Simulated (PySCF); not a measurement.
Compound: C3H5ClO.
Atom-mapped SMILES: `[Cl:1][CH:2]1[CH2:3][O:4][CH2:5]1` (hydrogens: H6 on C2; H7, H8 on C3; H9, H10 on C5)

The closed-shell ground state was solved at several levels (PySCF, density fitting, gas phase, non-relativistic). Isolated species at its PBE0-D3(BJ)/def2-SVP geometry (one conformer only).

```
            level  basis functions  HOMO (eV)  LUMO (eV)  gap (eV)  dipole (D)
wB97X-D/def2-SVPD              150      -9.70       2.15     11.85        1.19
    PBE0/pcSseg-1              117      -7.62       0.71      8.33        1.24
```

(1) What might PBE/pcSseg-2 (257 basis functions) give for the same quantities?

(2) Over all these levels, which gives the widest orbital gap and which the narrowest?

(3) How far do the dipole and the HOMO energy spread over the levels?

## Answers

(1) HOMO -6.12 eV, LUMO -0.58 eV, gap 5.54 eV, dipole 1.14 D.

(2) wB97X-D/def2-SVPD (range-separated hybrid) has the widest, 11.85 eV, and PBE/pcSseg-2 (GGA) the narrowest, 5.54 eV. Functional and basis both differ between the two, so the spread mixes both effects.

(3) The dipole runs from 1.14 to 1.24 D (mean 1.19 D) and the HOMO from -9.70 to -6.12 eV.
